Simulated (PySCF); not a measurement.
**Partial charges of CHF2CHF2**

Compound: CHF2CHF2, C2H2F4.
Cartesian coordinates in Å at the GFN2-xTB level; atoms count from 1:
```xyz
8
C2H2F4 angstrom
F     -1.2143    0.1874    1.2549
C     -0.7680   -0.0478    0.0072
F     -1.2876    0.9062   -0.7870
C      0.7702    0.0498   -0.0134
F      1.2180   -0.1794   -1.2615
F      1.2899   -0.9076    0.7767
H     -1.1273   -1.0331   -0.3260
H      1.1280    1.0340    0.3246
```

Density: PBE0/pcSseg-1 (PySCF); schemes: Mulliken, IAO, Hirshfeld and ESP-fitted. Isolated species at its GFN2-xTB geometry (one conformer only).

Do the Mulliken, IAO, Hirshfeld and ESP-fitted schemes agree on where the charge is lowest?

All schemes pick atoms of one kind: Mulliken F1, F3, F5 and F6 (-0.288); IAO F1, F3, F5 and F6 (-0.289); Hirshfeld F1, F3, F5 and F6 (-0.096); ESP-fitted F1 and F3 (-0.193).

At which atom do the 4 schemes differ most?

At C2 and C4: from +0.135 (Hirshfeld) to +0.462 e (Mulliken), 0.327 e apart.

Which atoms carry the highest charge in the Mulliken, IAO, Hirshfeld and ESP-fitted schemes?

All schemes pick atoms of one kind: Mulliken C2 and C4 (+0.462); IAO C2 and C4 (+0.422); Hirshfeld C2 and C4 (+0.135); ESP-fitted C2 (+0.257).

Give the atomic charges in each scheme.

In e:

| atom | environment | Mulliken | IAO | Hirshfeld | ESP-fitted |
| --- | --- | --- | --- | --- | --- |
| F1 | fluorine of a CF2 group | -0.288 | -0.289 | -0.096 | -0.193 |
| C2 | CHF2 carbon | +0.462 | +0.422 | +0.135 | +0.257 |
| F3 | fluorine of a CF2 group | -0.288 | -0.289 | -0.096 | -0.193 |
| C4 | CHF2 carbon | +0.462 | +0.422 | +0.135 | +0.245 |
| F5 | fluorine of a CF2 group | -0.288 | -0.289 | -0.096 | -0.191 |
| F6 | fluorine of a CF2 group | -0.288 | -0.289 | -0.096 | -0.191 |
| H7 | methine hydrogen | +0.115 | +0.156 | +0.058 | +0.131 |
| H8 | methine hydrogen | +0.115 | +0.156 | +0.058 | +0.134 |

Mean size of the charges over all atoms: IAO 0.289 e, Mulliken 0.288 e, ESP-fitted 0.192 e, Hirshfeld 0.096 e. Each set sums to the total charge, 0, to within 0.001 e. The Mulliken scheme gives each basis function's population to the atom it is centred on and halves the overlap population of two atoms between them. The Hirshfeld scheme divides the density at each point in proportion to the densities of the neutral, spherically averaged free atoms.

Sum the charges by element.

| element | atoms | Mulliken | IAO | Hirshfeld | ESP-fitted |
| --- | --- | --- | --- | --- | --- |
| F | 4 | -1.153 | -1.157 | -0.385 | -0.767 |
| C | 2 | +0.924 | +0.845 | +0.270 | +0.502 |
| H | 2 | +0.229 | +0.312 | +0.115 | +0.265 |

How many electrons does the IAO scheme count on F1?

Z − q = 9 − (-0.289) = 9.289.
